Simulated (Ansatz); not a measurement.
```xyz
11

C     0.472   -2.738   -0.800
C     0.342   -1.556   -0.647
C     0.197   -0.119   -0.491
O    -0.313    0.186    0.780
C    -0.463    1.569    0.956
H     0.585   -3.788   -0.929
H     1.176    0.363   -0.641
H    -0.472    0.265   -1.278
H     0.499    2.094    0.867
H    -0.860    1.727    1.959
H    -1.162    1.996    0.224
```

Charge 0, multiplicity 1.

Task: List the CAM-B3LYP/def2-TZVPP orbital energies in eV (Ansatz 0.2.0). (Best estimate.)

Result: Ansatz gave: Occupied: -522.81, -280.87, -280.09, -278.97, -278.75, -30.93, -23.63, -21.75, -20.10, -16.73, -15.52, -15.48, -15.45, -13.24, -12.98, -11.07, -9.60, -9.55, -8.97. Lowest empty: 1.57, 2.28, 2.30, 3.05, 3.12, 3.99, 4.02, 4.27.
